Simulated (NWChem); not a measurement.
# trifluoromethane (CHF$_{3}$); SMILES FC(F)F

Program: NWChem. All runs use the structure optimised with PBE0/def2-SVP.

Diagonal of the polarisability tensor at CAM-B3LYP/def2-SVPD, static: 18.64, 18.64, 17.63 bohr³.

Question: Find the mean polarisability volume, the molar refraction, and the refractive index that an ideal gas of it would have at 273.15 K and 1 atm.

Answer: 
1. Mean: one third of the trace = 18.30 bohr³ × 0.14818 Å³/bohr³ = 2.71 Å³.
2. Molar refraction (Lorentz-Lorenz): (4π/3) N_A α = 6.8 cm³/mol.
3. Number density p/kT = 2.687 × 10⁻⁵ Å⁻³; n − 1 = 2π N α = 4.58 × 10⁻⁴.
4. These hold the electronic response alone: vibrational and orientational terms add to the static dielectric constant.
